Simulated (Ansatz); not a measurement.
We consider tetradymite Bi2Te3, described by LDA (plane waves, PAW; Ansatz, a quantum-chemistry and plane-wave program).

Settings: plane-wave cutoff 520 eV, 10×10×10 k mesh, Fermi–Dirac smearing 0.01 eV, scalar-relativistic PAW data made under PBE.

Response to compression and expansion:

Shape and atoms are relaxed at each volume.

```
V (Å³/atom)  P (GPa)  direct gap at Γ (eV)   c (Å)  a (Å)
-----------  -------  --------------------  ------  -----
31.377          1.98                 0.139  29.425  4.298
32.030          0.91                 0.142  29.639  4.326
32.684          0.00                 0.151  29.881  4.353
33.338         -0.75                 0.172  30.172  4.375
33.991         -1.32                 0.212  30.527  4.392
```

The gap at Γ does not follow one straight line over these volumes.

Spin–orbit coupling is not included; it can close a gap this small.
